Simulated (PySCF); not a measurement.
# SiH2ClO (SMILES O[SiH]Cl) at UPBE/STO-3G

What is the vertical doublet–quartet gap of SiH2ClO at UPBE/STO-3G? The job is set up through a Python script.

The results are computed with PySCF 2.14.0.

7 further runs of the same task are left out: 1 that didn't finish, 6 set aside as unsound or not needed.

### Step 1. Starting point

The species is SiH2ClO (5 atoms), meant as a doublet with charge 0. As SMILES, `O[SiH]Cl`. The coordinates come from a PBE0-D4/def2-TZVP relaxation. This is one conformer, not always the lowest.

Bond lengths: O1–Si2 1.639 Å, Si2–Cl3 2.065 Å, O1–H4 0.959 Å, Si2–H5 1.488 Å. Angles: O1–Si2–Cl3 111.1°, O1–Si2–H5 105.3°, Cl3–Si2–H5 108.3°, Si2–O1–H4 118.3°.

### Step 2. The energy at UPBE/STO-3G

File job.py:

```python
from pyscf import gto, dft

system = gto.M(
    atom='''
O       -0.806100      -0.432000      -0.746500
Si      -0.092300       0.479800       0.414000
Cl       1.606600      -0.440800       1.143600
H       -1.024100      -1.343200      -0.540000
H        0.316000       1.736300      -0.271100
''',
    verbose=3,
    spin=1,
    basis='sto-3g',
    max_memory=1860,
)

mf = dft.UKS(system, xc='pbe')
mf.conv_tol = 1e-10
mf.grids.level = 5
mf.kernel()
if not mf.converged:
    mf = mf.newton().run(mf.mo_coeff, mf.mo_occ)

etot = mf.e_tot
print('Final energy', etot)
```

The run is started by

```console
$ OMP_NUM_THREADS=1 python job.py
```

The program printed:

```text
converged SCF energy = -816.249752324197  <S^2> = 0.75057171  2S+1 = 2.0005716
Final energy -816.2497523241971
```

It took 6.3 s on 1 thread of Arm Neoverse V1, shared host; peak memory 0.23 GiB.

### Step 3. The quartet at the same level

File job.py:

```python
from pyscf import gto, dft

mol = gto.M(
    atom='''
O     -0.806100    -0.432000    -0.746500
Si    -0.092300     0.479800     0.414000
Cl     1.606600    -0.440800     1.143600
H     -1.024100    -1.343200    -0.540000
H      0.316000     1.736300    -0.271100
''',
    basis='sto-3g',
    max_memory=1860,
    verbose=3,
    spin=3,
    charge=0,
)

calc0 = dft.UKS(mol)
calc0.xc = 'pbe'
calc0.conv_tol = 1e-10
calc0.grids.level = 5
calc0.kernel()
if not calc0.converged:
    calc0 = calc0.newton().run(calc0.mo_coeff, calc0.mo_occ)

e_final = calc0.e_tot
print('Final energy', e_final)
```

The run is started by

```console
$ OMP_NUM_THREADS=1 python job.py
```

The program printed:

```text
WARN: HOMO 0.0708095499744155 >= LUMO -0.373694253125174

WARN: HOMO 0.222059368561269 >= LUMO 0.0734660015882857

WARN: HOMO 0.201890111040272 >= LUMO -0.101112060030403

WARN: HOMO 0.190221415736058 >= LUMO -0.130505053244013

WARN: HOMO 0.188601442737822 >= LUMO -0.141926370521049

WARN: HOMO 0.193050680736638 >= LUMO -0.153351601849872

WARN: HOMO 0.193677743585922 >= LUMO -0.155035534894418

WARN: HOMO 0.189329521940118 >= LUMO -0.162002749055923

WARN: HOMO 0.191579852027925 >= LUMO -0.163461366238941

WARN: HOMO 0.189108067821728 >= LUMO -0.164255972076694

WARN: HOMO 0.188654660063227 >= LUMO -0.164692104876483

WARN: HOMO 0.188712146569283 >= LUMO -0.164567621884105

WARN: HOMO 0.18866932474364 >= LUMO -0.164626886034373

WARN: HOMO 0.188658429640805 >= LUMO -0.164635216075534

WARN: HOMO 0.188653319187726 >= LUMO -0.164633416388503

WARN: HOMO 0.188652650730197 >= LUMO -0.164634135547009

WARN: HOMO 0.188652274053314 >= LUMO -0.164634196879807

WARN: HOMO 0.188652183541415 >= LUMO -0.164633673145219

converged SCF energy = -815.913145418326  <S^2> = 3.7506657  2S+1 = 4.0003328
Final energy -815.913145418326
```

Run time: 9.3 s. Hardware: 1 thread of Arm Neoverse V1, shared host; peak memory 0.23 GiB.

### Step 4. What came out

At UPBE/STO-3G:

| quantity | value |
| --- | --- |
| doublet: total energy | -816.24975 Eh |
| doublet: dipole moment | 2.60 D |
| doublet: HOMO energy (highest over α and β) | -1.74 eV |
| doublet: LUMO energy (lowest over α and β) | -0.39 eV |
| doublet: ⟨S²⟩ | 0.751 |
| quartet: total energy | -815.91315 Eh |
| quartet: dipole moment | 3.03 D |
| quartet: ⟨S²⟩ | 3.751 |
| vertical energy of the quartet above the doublet | 9.160 eV |

**Reading.** At this shape the quartet lies 9.16 eV (211 kcal/mol) above the doublet. In a minimal basis such a difference can be off by several eV, whatever the method.
